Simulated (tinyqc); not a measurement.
The integration grid: Kohn-Sham R2SCAN on finer and finer grids in the sto-3g basis, for H2O+, spin multiplicity 2. Computed by the program tinyqc with PySCF. Self-consistent on each grid; the net force on the molecule should vanish.

Geometry (angstrom):
```
atom       x        y       z
O     0.0000   0.0000  0.0000
H     0.0000   0.7930  0.6750
H     0.0000  -0.7930  0.6750
```

Kohn-Sham energy on Becke grids (radial x angular points per atom):
```
grid       points  residual of the electron count  E (hartree)  E - finest (mhartree)  largest net force without grid terms (hartree/bohr)
10 x 14       416                       -1.56e-02   -74.819783             131.837391                                             8.91e-02
15 x 26      1154                        2.27e-02   -74.990051             -38.430898                                             1.97e-02
20 x 50      2974                       -1.89e-03   -74.957603              -5.982470                                             4.38e-02
30 x 86      7726                        1.66e-04   -74.950675               0.945556                                             2.04e-02
50 x 194    29038                       -3.68e-06   -74.951610               0.010044                                             4.13e-03
75 x 302    67888                       -4.94e-08   -74.951626              -0.006164                                             2.52e-04
120 x 590  212152                       -4.38e-09   -74.951620               0.000000                                             1.36e-04
```

What does the comparison show, and why?

The energy is within 0.1 mhartree of the finest grid first at 50 x 194. The error has both signs, since quadrature is not variational. The electron count and the net force are cheap signs of a poor grid.
